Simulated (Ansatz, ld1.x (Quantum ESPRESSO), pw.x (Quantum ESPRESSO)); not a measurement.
# Which Al potential is closest to all-electron in the fcc crystal?

All use LDA (PW92), scalar-relativistic, no spin, cutoffs from each file’s atomic test, pw.x 7.5; 14³ k-points, Fermi–Dirac smearing 0.01 Ry. Δ is the rms difference from all-electron LAPW of the E(V) curves that follow from fits to the pressures, over ±6 % in volume. Mesh and smearing are coarse and serve the comparison alone. The files are a selection: those with a ghost or negative overlap were mostly not run, and those with noisy or unconverged pressures or nearly equal Δ are left out.

All-electron: a0 = 3.983 Å (V0 = 15.80 Å³/atom), B0 = 82.8 GPa.

Q: Rank them by Δ, smallest first.
A. norm-conserving Troullier–Martins (Kleinman–Bylander form), ld1.x (Quantum ESPRESSO) 7.5, LDA (PW92); core [Ne], reference 3s2 3p1; waves: 3p (bound): rc 2.70 bohr; 3d channel at 0.2 Ry: rc 2.80 bohr; 3s (bound): rc 1.70 bohr; local part: the s channel; core correction: none.
B. norm-conserving Troullier–Martins (Kleinman–Bylander form), ld1.x (Quantum ESPRESSO) 7.5, LDA (PW92); core [Ne], reference 3s2 3p1; waves: 3s (bound): rc 2.15 bohr; 3d channel at -0.1 Ry: rc 2.90 bohr; 3p (bound): rc 2.70 bohr; local part: the p channel; core correction: Bessel-smoothed model core inside 1.50 bohr.
C. ultrasoft, ld1.x (Quantum ESPRESSO) 7.5, LDA (PW92); core [Ne], reference 3s2 3p1; waves: 3s (bound): rcut 1.60, rcutus 1.90 bohr; 3s channel at 4.65 Ry: rcut 1.60, rcutus 1.90 bohr; 3p (bound): rcut 1.80, rcutus 2.15 bohr; 3p channel at 0.7 Ry: rcut 1.80, rcutus 2.15 bohr; 3d channel at 0.25 Ry: rcut 2.00, rcutus 2.35 bohr; 3d channel at 1.05 Ry: rcut 2.00, rcutus 2.35 bohr; local part: all-electron potential smoothed inside 1.85 bohr (lloc = -1); core correction: Bessel-smoothed model core inside 1.55 bohr; augmentation: PSQ, inside the norm-conserving radii.
D. norm-conserving Troullier–Martins (Kleinman–Bylander form), ld1.x (Quantum ESPRESSO) 7.5, LDA (PW92); core [Ne], reference 3s2 3p1; waves: 3s (bound): rc 1.95 bohr; 3p (bound): rc 2.55 bohr; 3d channel at -0.1 Ry: rc 2.15 bohr; local part: all-electron potential smoothed inside 1.50 bohr (lloc = -2); core correction: a·sin(br)/r model core inside 1.70 bohr.
E. PAW, ld1.x (Quantum ESPRESSO) 7.5, LDA (PW92); core [Ne], reference 3s2 3p1; waves: 3s (bound): rcut 1.50, rcutus 2.00 bohr; 3s channel at 3.25 Ry: rcut 1.50, rcutus 2.00 bohr; 3p (bound): rcut 2.20, rcutus 2.35 bohr; 3p channel at 3.35 Ry: rcut 2.20, rcutus 2.35 bohr; 3d channel at -0.2 Ry: rcut 2.30, rcutus 2.45 bohr; 3d channel at 0.45 Ry: rcut 2.30, rcutus 2.45 bohr; local part: all-electron potential smoothed inside 2.40 bohr (lloc = -1); core correction: a·sin(br)/r model core, default radius (core density twice the valence density); augmentation: PSQ, radius 1.25 bohr.

A: C (0.1 meV/atom), E (0.2 meV/atom), B (1.7 meV/atom), D (3.3 meV/atom), A (4.5 meV/atom).
